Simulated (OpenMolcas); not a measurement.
# Predicting a hybrid from its neighbours: SO (sulfur oxide)

SO has 2 atoms, charge 0, and is taken as a triplet. As SMILES, `O=S`. The bond length is the measured one.

The dipole moment y, in D, basis def2-TZVPPD; a is the functional's share of exact exchange. Programs: OpenMolcas 26.06.

| functional | program | a | y (D) |
| --- | --- | --- | --- |
| U-revPBE | OpenMolcas | 0 | 1.32 |
| U-r2SCAN | OpenMolcas | 0 | 1.38 |
| UB3LYP | OpenMolcas | 0.2 | ? |
| UPBE0 | OpenMolcas | 0.25 | 1.50 |
| UBHLYP | OpenMolcas | 0.5 | 1.69 |

Problem. Fit y = c + s·a to the known rows and predict UB3LYP.

Solution. 
1. Means of the 4 rows: a = 0.1875, y = 1.472.
2. Σ(Δa)² = 0.17188, Σ(Δa·Δy) = 0.11562, so the slope is 0.11562/0.17188 = 0.67268.
3. Intercept: 1.472 − (0.67268) × 0.1875 = 1.346. The largest residual of the fit is 0.034.
4. UB3LYP: 1.346 + (0.67268) × 0.2 = 1.48 D.

The run gave 1.52 D, so the prediction is off by -0.04 D, about the scatter of the fit. More exact exchange makes the molecule more polar here. The rows mix families of semi-local functionals, which the line can't see.
